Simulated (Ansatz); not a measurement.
# HCl: single points off equilibrium

One table from this session's results is given with a row withheld; the runs are named, their logs left out.

The runs use Ansatz 0.2.0, Gaussian basis; single points in def2-TZVPP.

Cores are frozen in the correlated methods.

**The system as given**

SMILES `Cl`, 2 atoms, charge 0, spin multiplicity 1.

Atoms are counted from 1 here; the program's logs count them from 0.

Bond lengths: Cl1–H2 1.322 Å.

Coordinates:

```tsv
atom	x (Å)	y (Å)	z (Å)
Cl1	0.5799	-0.1805	0.2855
H2	-0.5449	0.2063	-0.2926
```

The first run:

Input file run/in.yaml:

```yaml
crystal:
  periodic: [false, false, false]
  atoms:
    - {symbol: Cl, position_ang: [0.579900, -0.180500, 0.285500]}
    - {symbol: H, position_ang: [-0.544900, 0.206300, -0.292600]}
basis:
  gaussian: {orbitals: def2-TZVPP}
correlation: {method: ccsd_t}
output: {forces: true}
```

Command:

```sh
$ ansatz run in.yaml --threads 4 --pin off --events-out ev --progress --plain --max-ram 5222MiB
```

Among the steps run: CCSD(T)/def2-TZVPP; PBE0-D4/def2-TZVPP; wB97M-V/def2-TZVPP; r2SCAN-D4/def2-TZVPP; PBE-D4/def2-TZVPP; CAM-B3LYP-D4/def2-TZVPP; HSE06-D4/def2-TZVPP.

One of the session's tables, all rows but one given; the rest of the session is left out.

```
      method  RMS force component (eV/Å)  dipole (D)
     CCSD(T)                       0.807        1.21
     PBE0-D4                       0.740        1.25
     wB97M-V                       0.749        1.23
   r2SCAN-D4                       0.715        1.26
      PBE-D4                           ?           ?
CAM-B3LYP-D4                       0.746        1.26
    HSE06-D4                       0.736        1.25
```

Estimate the missing values for PBE-D4.

**Answer.** RMS force component (eV/Å): 0.545; dipole (D): 1.21. In the column «RMS force component (eV/Å)» it is the lowest.
